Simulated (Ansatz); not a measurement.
**Low triplet and quintet states of AsH₂⁺ by full CI**

```xyz
3

As    0.0000   -0.0191    0.0000
H     0.0000    0.7098   -1.3240
H     0.0000    0.7098    1.3240
```

Basis cc-pVDZ; Ansatz 0.2.0. Correlated methods freeze the noble-gas cores and the filled d shells of p-block atoms, which leaves 6 electrons in 23 orbitals. No spin–orbit coupling is included, and no scalar relativity.

Problem. From the orbital picture of this species, estimate the order, symmetries and energies of the lowest 4 triplet and 2 quintet states at this geometry (other spins aside; irreps A1, B1, B2, A2 in the program's axes; members of a degenerate level count singly).

Solution. Full CI in cc-pVDZ gives:
```csv
2S+1,irrep,energy above the lowest listed (eV)
3,B1,0.000
3,A2,4.577
3,A1,5.568
3,B2,6.346
5,A2,8.235
5,B1,10.295
```

41 s on 1 thread of Arm Neoverse N1, shared host.
